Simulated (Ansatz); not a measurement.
Ansatz (a first-principles code) input (B3LYP/cc-pVDZ):

Ansatz 0.2 input:
```yaml
crystal:
  periodic: [false, false, false]
  atoms:
    - {symbol: O, position_ang: [0.67531939, 0.08570826, 1.21578690]}
    - {symbol: C, position_ang: [0.06089834, 0.12797473, 0.10750752]}
    - {symbol: C, position_ang: [-0.32763936, 1.24106744, -0.61255944]}
    - {symbol: C, position_ang: [-0.29036899, -1.24656785, -0.50134071]}
    - {symbol: H, position_ang: [-0.90767409, -1.80678104, 0.20937975]}
    - {symbol: H, position_ang: [-0.85220183, 1.15134108, -1.55652673]}
    - {symbol: H, position_ang: [-0.11097141, 2.23680331, -0.23962904]}
    - {symbol: H, position_ang: [0.63084779, -1.82189023, -0.64414044]}
    - {symbol: H, position_ang: [-0.81989546, -1.17998507, -1.45702293]}
basis:
  gaussian:
    orbitals: cc-pVDZ
hamiltonian:
  xc: {name: B3LYP}
total_charge: -1
output: {forces: true}
```

Q: What final total energy does it give?

A: -192.54504 Eh.
